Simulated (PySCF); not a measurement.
## Beryllium: a sound run and one with changed settings

Sound run: Be [He] 2s2, Be⁺ [He] 2s1. Computed with PySCF 2.14 in cc-pVTZ-DK (4s3p2d1f, 30 functions), with the spin-free X2C one-electron Hamiltonian (Gaussian nucleus). In the sound run the correlated levels freeze 1s2. The sound run starts from symmetry-adapted Hartree-Fock orbitals and uses a fine grid where one is needed.

Changed run: basis STO-3G, all-electron and non-relativistic. This setting is unsound on purpose.

```tsv
species	method	sound run (hartree)	changed run (hartree)	converged
Be	UHF	-14.57539	-14.35188	yes
Be	LDA	-14.44874	-14.22113	yes
Be	M06-L	-14.66475	-14.43061	yes
Be	MP2	-14.60356	-14.37567	yes
Be	CCSD(T)	-14.62093	-14.40333	yes
Be⁺	UHF	-14.27971	-14.09784	yes
Be⁺	LDA	-14.11712	-13.92990	yes
Be⁺	M06-L	-14.33732	-14.13891	yes
```

Ionisation energy of Be:

| method | sound run (eV) | changed run (eV) |
| --- | --- | --- |
| UHF | 8.046 | 6.913 |
| LDA | 9.024 | 7.925 |
| M06-L | 8.910 | 7.937 |
| MP2 | 8.812 | 7.560 |
| SCS-MP2 | 8.966 | 7.690 |
| CCSD | 9.285 | 8.313 |
| CCSD(T) | 9.285 | 8.313 |
| CCSDT | 9.285 | 8.313 |
| FCI | 9.285 | 8.313 |

A minimal basis cannot let orbitals breathe on ionisation and holds almost no correlation. The Hamiltonian changed with the basis, so the totals do not compare.

For comparison, NIST gives 9.323 eV between the lowest levels.
